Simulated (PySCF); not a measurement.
# Unknown: peak-picked proton spectrum

Formula C4H6O. The spectrum was simulated from the full spin Hamiltonian at 500 MHz with 0.8 Hz Lorentzian lines, from shifts rounded to 0.01 ppm and J to 0.1 Hz, couplings under 1 Hz left out.

```tsv
region	integral (H)	ppm	Hz	height
1	1	2.691	1345.4	16
1		2.670	1335.2	29
1		2.650	1325.0	18
2	2	2.115	1057.4	9
2		2.098	1049.2	25
2		2.095	1047.2	8
2		2.082	1041.0	25
2		2.078	1039.0	23
2		2.066	1032.8	9
2		2.062	1030.8	24
2		2.045	1022.6	9
3	3	1.076	538.1	51
3		1.060	530.0	100
3		1.044	521.8	47
```

All values are calculated (PySCF 2.14.0 with density-fitted response routines): B97-2/pcSseg-2 with gauge-including orbitals, B3LYP/pcJ-1 coupling constants (without the spin–dipole term), coordinates at the PBE0-D3(BJ)/def2-SVP level. Relativity neglected, one computed conformer, rapidly exchanging positions averaged, isolated molecule.

References, each an isolated molecule treated in the same way: 1H against TMS.

(1) Analyse the multiplets.

(2) What is the compound?

## Answers

(1) 1H NMR (500 MHz, computed): δ 2.67 (t, J = 10.2 Hz, 1H), 2.08 (dq, J = 10.2, 8.2 Hz, 2H), 1.06 (t, J = 8.2 Hz, 3H). These are first-order names from the parameters used; overlap and second-order distortion can hide them in the list.

(2) ethylketene (SMILES C(=CCC)=O).

Atoms are numbered as in `[CH3:1][CH2:2][CH:3]=[C:4]=[O:5]`. Hydrogens are named by the atom that carries them.

1. δ 2.67: H(C3), hydrogen on a terminal carbon of a ketene, coupled to H(C2) (10.2 Hz).
2. δ 2.08: H(C2), hydrogen on an allylic sp3 CH2, coupled to H(C3) (10.2 Hz), H(C1) (8.2 Hz).
3. δ 1.06: H(C1), hydrogen on a methyl carbon, coupled to H(C2) (8.2 Hz).

This is the structure that produced the data.

Multiplet labels drop couplings under 1 Hz and merge nearly equal ones. Unscaled 3J(H,H) at this level run about 10 % above measured values. Couplings across =CH–CH2 type bonds come from one rotamer and its mirror image, and can be 1–2 Hz further off.
